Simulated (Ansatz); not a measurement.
A made-up structure of CH₂BO, doublet:

| atom | x (Å) | y (Å) | z (Å) |
| --- | --- | --- | --- |
| B1 | -1.6839 | 0.0620 | -0.5257 |
| C2 | -0.1736 | -0.4303 | 0.0891 |
| O3 | 1.0192 | 0.4667 | 0.1527 |
| H4 | 0.0729 | -1.5417 | 0.5277 |
| H5 | 0.7654 | 1.4433 | -0.2438 |

It is relaxed with PBE-D4/def2-SVP and then PBE0-D4/def2-TZVP (Ansatz 0.2.0). Atoms count as bonded within 1.22 times the sum of their covalent radii (H–H: 0.88 Å). The end point is not checked to be a true minimum.

(1) Does its bonding change? (Judge from chemistry; the calculation decides.)

Results:

(1) Computed: No: no bond forms or breaks.

Where it ends: The first stage lowers the energy by 1.07 eV in 14 steps. It ends as CH₂BO ([B][CH][OH]):
B1  (-1.504, 0.051, -0.470)
C2  (-0.154, -0.384, 0.080)
O3  (0.910, 0.419, 0.136)
H4  (0.068, -1.377, 0.468)
H5  (0.681, 1.292, -0.214)
(Å)

Labels in which every atom is bracketed show which atoms are joined, not bond orders.

For scale, one of the runs: PBE0-D4/def2-TZVP relaxation, 105 basis functions, launched by `ansatz run in.yaml --threads 2 --pin off --events-out ev --progress --plain --max-ram 4352MiB`. The run took about 47 s on 2 CPU threads of an Arm Neoverse V2 (shared host).
